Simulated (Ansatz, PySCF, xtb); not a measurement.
Protons, H atoms and electrons added to or taken from C1=CC1. Isolated molecules, 0 K electronic values unless said otherwise. Strings in code marks are SMILES.

Quantity: bond dissociation enthalpy (X–H) at 298 K, in kcal/mol. HF references are unrestricted for open shells and restricted for singlets. Thermal and zero-point terms are GFN2-xTB rigid-rotor harmonic values (xtb).

Level 1: frozen-core MP2/cc-pVTZ // B3LYP-D3(BJ)/def2-TZVP (Ansatz, a quantum-chemistry and plane-wave program)
Level 2: B3LYP/3-21G // B3LYP-D3(BJ)/def2-TZVP (PySCF)
Level 3: PBE/6-31G* // B3LYP-D3(BJ)/def2-TZVP (PySCF)
Level 4: SVWN5/6-31G* // B3LYP-D3(BJ)/def2-TZVP (PySCF)

```tsv
species	level 1	level 2	level 3	level 4
H atom removed from C1: `C1[C]=C1`	112.7	111.2	106.2	118.6
H atom removed from C3: `[CH]1C=C1`	98.3	102.8	97.1	108.3
```
